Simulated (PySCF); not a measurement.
C4H8, SMILES C1CCC1.

Geometry: PBE-D3(BJ)/def2-SVP.

These are PySCF 2.14.0 with PBE-D3(BJ)/def2-SVP values and carry that method's errors.

Frequencies are harmonic and unscaled.

Modes within 1.5 cm⁻¹ of each other (mostly degenerate sets) share a row, with their intensities summed.

```
mode   ν (cm⁻¹)  IR (km/mol)  moving atoms (share of kinetic energy)
-----  --------  -----------  --------------------------------------
1           180          0.0                          H 66 %, C 34 %
2           614          4.3                          H 60 %, C 40 %
3–4         733          0.6                          H 84 %, C 16 %
5           849          0.2                          C 53 %, H 47 %
6–7         909          3.9                          C 51 %, H 49 %
8           935          0.0                                 H 100 %
9           944          0.0                          C 59 %, H 41 %
10         1016          0.0                          C 79 %, H 21 %
11         1123          0.0                          C 57 %, H 43 %
12         1129          0.0                          H 73 %, C 27 %
13–15      1203          0.7                          H 70 %, C 30 %
16         1213          0.0                          H 86 %, C 14 %
17–18      1242          1.1                          H 60 %, C 40 %
19–20      1401          2.0                           H 92 %, C 8 %
21         1408          3.5                                  H 93 %
22         1445          0.0                          H 86 %, C 14 %
23–25      2987        145.4                                  H 95 %
26         2994          0.0                                  H 94 %
27         3035          0.0                          H 90 %, C 10 %
28–29      3048         26.9                          H 90 %, C 10 %
30         3061         70.6                          H 90 %, C 10 %
```
